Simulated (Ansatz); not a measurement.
Born–Oppenheimer molecular dynamics of H4O2Si (7 atoms, charge 0, multiplicity 1). It starts from a relaxed structure.

Level of theory: Ansatz 0.2.0, RKS B3LYP-D4/def2-mTZVP.

| Item | Value |
| --- | --- |
| ensemble | NVT, Nosé–Hoover chain |
| time step | 0.5 fs |
| steps asked | 100 |
| set temperature | 500 K |
| thermostat | time constant 300 fs, chain length 5 |
| seed | 130101 |

Frames 0.5 fs apart, positions in Å, forces in eV/Å.

Velocities at 30.0 fs (Å/ps):

```
Si -1.70 0.07 -0.81
O -1.21 -0.19 0.18
H -3.79 5.14 20.48
O 0.10 0.94 -1.10
H 27.35 -26.02 -11.95
H 18.44 11.09 16.83
H 23.08 -3.98 11.85
```

```xyz
7
Properties=species:S:1:pos:R:3:forces:R:3 time_fs=30.0 energy_less_start_eV=0.135 T=293
Si -0.113 0.022 -0.082 -0.33 0.75 0.04
O -0.172 0.182 1.562 -0.41 -0.37 0.15
H -0.503 -0.549 2.095 0.04 0.05 0.04
O 1.478 -0.070 -0.500 0.08 -0.51 -0.42
H 1.789 -0.981 -0.611 0.21 0.26 -0.04
H -0.724 1.240 -0.630 0.29 0.27 -0.05
H -0.924 -1.065 -0.672 0.14 -0.46 0.29
7
Properties=species:S:1:pos:R:3:forces:R:3 time_fs=30.5 energy_less_start_eV=0.135 T=293
Si -0.114 0.022 -0.083 -0.16 0.74 0.15
O -0.172 0.182 1.562 -0.48 -0.50 0.28
H -0.505 -0.546 2.105 0.11 0.20 -0.11
O 1.478 -0.069 -0.501 0.37 -1.23 -0.52
H 1.803 -0.993 -0.617 -0.12 1.03 0.07
H -0.714 1.246 -0.621 0.24 0.29 -0.09
H -0.913 -1.067 -0.666 0.03 -0.53 0.22
7
Properties=species:S:1:pos:R:3:forces:R:3 time_fs=31.0 energy_less_start_eV=0.147 T=276
Si -0.115 0.022 -0.083 0.01 0.73 0.27
O -0.173 0.182 1.562 -0.54 -0.60 0.38
H -0.507 -0.543 2.115 0.17 0.31 -0.24
O 1.478 -0.069 -0.502 0.61 -1.77 -0.61
H 1.817 -1.003 -0.623 -0.39 1.60 0.17
H -0.704 1.252 -0.613 0.20 0.30 -0.13
H -0.901 -1.071 -0.659 -0.06 -0.58 0.15
7
Properties=species:S:1:pos:R:3:forces:R:3 time_fs=31.5 energy_less_start_eV=0.160 T=256
Si -0.116 0.022 -0.084 0.17 0.72 0.37
O -0.174 0.182 1.562 -0.57 -0.66 0.46
H -0.508 -0.540 2.124 0.22 0.39 -0.34
O 1.478 -0.069 -0.502 0.78 -2.11 -0.66
H 1.829 -1.010 -0.629 -0.60 1.98 0.24
H -0.693 1.260 -0.605 0.16 0.29 -0.16
H -0.889 -1.076 -0.652 -0.15 -0.62 0.09
7
Properties=species:S:1:pos:R:3:forces:R:3 time_fs=32.0 energy_less_start_eV=0.167 T=247
Si -0.116 0.022 -0.084 0.32 0.71 0.46
O -0.175 0.181 1.562 -0.58 -0.66 0.49
H -0.509 -0.535 2.133 0.23 0.41 -0.40
O 1.478 -0.069 -0.503 0.86 -2.25 -0.69
H 1.841 -1.012 -0.633 -0.73 2.16 0.28
H -0.682 1.268 -0.598 0.12 0.27 -0.19
H -0.878 -1.083 -0.644 -0.22 -0.64 0.04
7
Properties=species:S:1:pos:R:3:forces:R:3 time_fs=32.5 energy_less_start_eV=0.160 T=257
Si -0.117 0.023 -0.084 0.45 0.69 0.53
O -0.176 0.181 1.563 -0.57 -0.62 0.47
H -0.509 -0.529 2.141 0.23 0.38 -0.41
O 1.479 -0.070 -0.504 0.86 -2.21 -0.68
H 1.850 -1.008 -0.638 -0.78 2.15 0.30
H -0.671 1.276 -0.591 0.09 0.24 -0.21
H -0.867 -1.091 -0.637 -0.28 -0.63 0.00
7
Properties=species:S:1:pos:R:3:forces:R:3 time_fs=33.0 energy_less_start_eV=0.142 T=285
Si -0.118 0.023 -0.084 0.57 0.66 0.59
O -0.177 0.180 1.563 -0.53 -0.52 0.40
H -0.508 -0.522 2.147 0.19 0.30 -0.38
O 1.480 -0.071 -0.505 0.77 -1.98 -0.65
H 1.858 -0.999 -0.641 -0.75 1.94 0.29
H -0.659 1.285 -0.584 0.06 0.19 -0.22
H -0.857 -1.101 -0.629 -0.32 -0.60 -0.03
7
Properties=species:S:1:pos:R:3:forces:R:3 time_fs=33.5 energy_less_start_eV=0.115 T=325
Si -0.119 0.024 -0.085 0.67 0.62 0.63
O -0.178 0.180 1.563 -0.47 -0.38 0.30
H -0.507 -0.515 2.153 0.14 0.17 -0.31
O 1.480 -0.072 -0.506 0.59 -1.55 -0.58
H 1.864 -0.986 -0.644 -0.63 1.55 0.24
H -0.648 1.295 -0.578 0.04 0.14 -0.23
H -0.848 -1.112 -0.622 -0.34 -0.54 -0.04
7
Properties=species:S:1:pos:R:3:forces:R:3 time_fs=34.0 energy_less_start_eV=0.091 T=362
Si -0.119 0.024 -0.085 0.76 0.56 0.65
O -0.179 0.179 1.564 -0.39 -0.20 0.15
H -0.506 -0.507 2.158 0.07 0.02 -0.21
O 1.481 -0.074 -0.508 0.30 -0.94 -0.47
H 1.868 -0.969 -0.646 -0.41 0.95 0.16
H -0.636 1.305 -0.573 0.01 0.07 -0.24
H -0.839 -1.124 -0.615 -0.34 -0.46 -0.05
7
Properties=species:S:1:pos:R:3:forces:R:3 time_fs=34.5 energy_less_start_eV=0.078 T=381
Si -0.120 0.025 -0.085 0.83 0.49 0.66
O -0.180 0.178 1.565 -0.30 -0.01 -0.01
H -0.505 -0.499 2.163 -0.01 -0.16 -0.08
O 1.482 -0.075 -0.509 -0.09 -0.15 -0.33
H 1.872 -0.950 -0.648 -0.10 0.18 0.04
H -0.624 1.315 -0.568 -0.01 -0.01 -0.24
H -0.832 -1.138 -0.607 -0.33 -0.35 -0.04
7
Properties=species:S:1:pos:R:3:forces:R:3 time_fs=35.0 energy_less_start_eV=0.085 T=370
Si -0.121 0.025 -0.085 0.88 0.41 0.66
O -0.182 0.178 1.565 -0.22 0.17 -0.18
H -0.503 -0.492 2.167 -0.09 -0.33 0.04
O 1.483 -0.077 -0.510 -0.55 0.75 -0.16
H 1.875 -0.930 -0.650 0.29 -0.70 -0.09
H -0.613 1.325 -0.564 -0.02 -0.08 -0.24
H -0.825 -1.152 -0.600 -0.30 -0.22 -0.03
7
Properties=species:S:1:pos:R:3:forces:R:3 time_fs=35.5 energy_less_start_eV=0.110 T=332
Si -0.121 0.026 -0.085 0.93 0.31 0.65
O -0.183 0.177 1.565 -0.14 0.33 -0.32
H -0.502 -0.485 2.172 -0.15 -0.47 0.15
O 1.483 -0.079 -0.512 -1.02 1.64 0.01
H 1.879 -0.912 -0.652 0.69 -1.57 -0.24
H -0.601 1.335 -0.560 -0.04 -0.16 -0.24
H -0.819 -1.167 -0.593 -0.27 -0.08 -0.01
```

Of the whole run (50 fs, mean temperature of the second half 231 K): The conserved energy stayed within 0.43 meV per atom of its start (net change 0.29 meV per atom), so the integration is sound. The mean temperature of the second half is 54 % below the set value. A run of 0.05 ps of so small a system gives no equilibrium averages.

Run time: 2.6 min on 1 thread of AMD EPYC 7R43 64-Core Processor (Zen 3), with other jobs on the host, peak memory 0.15 GiB.
